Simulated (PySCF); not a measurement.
Field gradients at the hydrogen positions

Species: Si(CCH)H3, C2H4Si.
Geometry (PBE0-D3(BJ)/def2-SVP, Å), atoms numbered from 1 in this order:
```xyz
7
C2H4Si angstrom
Si     0.000    0.003   -1.074
C     -0.005    0.000    0.760
C      0.000   -0.005    1.977
H      0.002   -0.008    3.052
H      1.407    0.008   -1.567
H     -0.706    1.219   -1.572
H     -0.698   -1.216   -1.576
```

Level: PBE0/pcSseg-1 (PySCF, non-relativistic); Q(2H) = 0.00286 b; rigid geometry, the same for H and D, with no vibrational averaging.

Problem. Give the electric field gradient Vzz (the principal value of largest size), its asymmetry and the 2H coupling at each hydrogen.

Solution. 
```csv
atom,bonded to,bond length (Å),Vzz (au),η,χzz (kHz)
H4,C3,1.076,0.3377,0.00,227
H5,Si1,1.492,0.1406,0.02,94
H6,Si1,1.492,0.1405,0.02,94
H7,Si1,1.492,0.1405,0.02,94
```

Problem. Average by the element that carries the hydrogen.

Solution. on C: 227 kHz over 1 position, mean bond length 1.076 Å; on Si: 94 kHz over 3 positions, mean bond length 1.492 Å.

Problem. Give the 2H NMR doublet splittings at H6 for a magnetic field along the z, y and x axes of the gradient: 3χ/2, 3χ(1 + η)/4, 3χ(1 − η)/4.

Solution. With |χ| = 94.4 kHz and η = 0.017: 142, 72 and 70 kHz, to first order and without motion.

Isolated species at its PBE0-D3(BJ)/def2-SVP geometry, gas phase. The small basis limits the accuracy of the gradients.
